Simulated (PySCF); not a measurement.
## [C4H9]+: core ionisation energies

Species: C4H9 (charge +1).
Cartesian coordinates in Å at the PBE0-D3(BJ)/def2-SVP level; atoms count from 1:
```
atom  x, y, z in Å
C1    -0.3323    1.4164    0.0201
C2     0.0101    0.0010    0.0535
C3     1.3998   -0.4231    0.1550
C4    -1.0483   -0.9969    0.0264
H5     0.4416    2.0475   -0.4379
H6    -0.3661    1.7065    1.0967
H7    -1.3375    1.6173   -0.3760
H8     2.1319    0.3319   -0.1559
H9     1.5759   -1.4038   -0.3140
H10    1.5476   -0.6093    1.2443
H11   -1.2565   -1.1138   -1.0637
H12   -0.7497   -1.9851    0.4001
H13   -1.9947   -0.6396    0.4595
```

The calculation used delta-SCF UKS SCAN, pcX-2 on the ionised atom, pcseg-1 elsewhere, spin-free X2C in PySCF 2.14.0. Binding energies are ΔSCF values: E(core-ionised, relaxed orbitals) − E(ground state) at a fixed geometry, referred to the vacuum level.

Problem. List the computed XPS lines with their assignment.

Solution. 
```tsv
atom(s)	bonded to	level	binding energy (eV)	above the level's lowest (eV)	count
C1/C3/C4	C and 3 H	C 1s	296.89	0.00	3
C2	3 C	C 1s	299.37	+2.48	1
```

The listed C 1s values span 2.48 eV, from C1/C3/C4 (bonded to C and 3 H) to C2 (bonded to 3 C). Summing the Pauling electronegativity differences to the bonded atoms, each weighted by its formal bond order, gives -1.05 for the lowest site and 0.00 for the highest.

Problem. Give the binding energy of C 1s of C1/C3/C4 in hartree and in kJ/mol.

Solution. 296.89 eV = 10.9105 Eh = 28646 kJ/mol.

Atoms equivalent by their bonding share one computed value, that of the first of them. The species carries charge +1, so core ionisation leaves charge +2. Geometry: PBE0-D3(BJ)/def2-SVP; no solvent, vibrations or thermal averaging.

The run took 20 s on one thread of an Arm Neoverse N1, shared host, and the process peaked at 0.42 GiB of memory.
